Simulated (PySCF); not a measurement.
Several species in one continuum solvent.

Level: CAM-B3LYP/def2-SVPD in PySCF, non-relativistic, each on one gas-phase PBE0-D3(BJ)/def2-SVP geometry that isn't relaxed in the solvent. The solvent is an IEF-PCM continuum (Bondi radii, 1.10 Å for H, scaled by 1.2). Specific hydrogen bonds and non-electrostatic terms are outside this model.

Question: Order them by E(solvent) − E(gas) in chloroform (ε = 4.711), most negative first (kcal/mol).
A. `[N:1]#[C:2][SiH:3]1[O:4][SiH2:5][O:6][SiH2:7][O:8]1` with C2–Si3–O4–Si5 97°, Si3–O4–Si5–O6 11°, O4–Si5–O6–Si7 1°, Si5–O6–Si7–O8 -1°
B. `[CH3:1][S:2][Si@@H:3]1[CH2:4][CH2:5][CH2:6][NH:7]1` with C1–S2–Si3–C4 -99°, S2–Si3–C4–C5 -134°, Si3–C4–C5–C6 36°, C4–C5–C6–N7 -41°, C5–C6–N7–Si3 26°
C. `[CH3:1][B:2]([CH3:3])[PH:4][SiH2:5][OH:6]` with C1–B2–P4–Si5 59°, B2–P4–Si5–O6 -87°, P4–Si5–O6–H -47°
D. lithium diatomic, `[Li][Li]`

Answer: D (-3.9), A (-3.6), C (-3.1), B (-2.8).

```csv
SMILES,charge,ΔE (kcal/mol),polarisation term (kcal/mol),HOMO shift (eV),dipole gas (D),dipole solvent (D),atoms,"lowest singlet, gas (eV)","lowest singlet, solvent (eV)"
[Li][Li],0,-3.9,-4.8,+0.13,0.00,0.00,2,1.98,1.94
N#C[SiH]1O[SiH2]O[SiH2]O1,0,-3.6,-4.1,+0.23,3.53,4.15,13,6.96,7.06
CB(C)P[SiH2]O,0,-3.1,-3.4,+0.07,0.90,1.11,16,5.22,5.23
CS[Si@@H]1CCCN1,0,-2.8,-3.1,-0.01,1.04,1.37,18,5.52,5.59
```

The polarisation term is half the interaction of the solute with the induced surface charges. Singlets are vertical TDDFT energies (frozen core, non-equilibrium response), the lowest in each medium.
